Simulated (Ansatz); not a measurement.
**A computed series for BN: pressure series**

Take BN in the zinc blende structure (space group F-43m, No. 216) as the base.

```
BN
1.0
    0.00000     1.80284     1.80284
    1.80284     0.00000     1.80284
    1.80284     1.80284     0.00000
B N
1 1
Cartesian
  0.00000   0.00000   0.00000
  0.90142   0.90142   0.90142
```

Cell and atoms are relaxed at each pressure.

Computed with PBEsol/PAW in Ansatz (an electronic-structure program), no spin-orbit coupling.

```json
[
 {"pressure (GPa)": "-2", "volume per atom (Å³/atom)": "5.890"},
 {"pressure (GPa)": "-1", "volume per atom (Å³/atom)": "5.875"},
 {"pressure (GPa)": "0", "volume per atom (Å³/atom)": "5.860"},
 {"pressure (GPa)": "0.9", "volume per atom (Å³/atom)": "5.846"},
 {"pressure (GPa)": "2.1", "volume per atom (Å³/atom)": "5.828"},
 {"pressure (GPa)": "9", "volume per atom (Å³/atom)": "?"},
 {"pressure (GPa)": "15", "volume per atom (Å³/atom)": "5.650"},
 {"pressure (GPa)": "30", "volume per atom (Å³/atom)": "5.471"}
]
```

Fit the third-order Birch–Murnaghan form P(V) = (3B₀/2)[(V₀/V)^(7/3) − (V₀/V)^(5/3)]·[1 + (3/4)(B₀′ − 4)((V₀/V)^(2/3) − 1)] (squares taken in P) to the rows shown and predict the withheld row.

Least squares on the printed values gives V₀ = 5.860 Å³/atom, B₀ = 385 GPa, B₀′ = 3.7; this predicts 5.730 Å³/atom, and the run gives 5.730 Å³/atom, in agreement.

Measured bulk modulus of BN: 410.2 GPa (static lattice; corrected from measurement; as listed in Daniel Mejia-Rodriguez, S. B. Trickey, Phys. Rev. B (2018)); the computed value is 6 % below it.

Load acts through the strain it causes; cell and atoms are relaxed under it. Stability against distortions was not tested. Competing high-pressure phases were not computed.
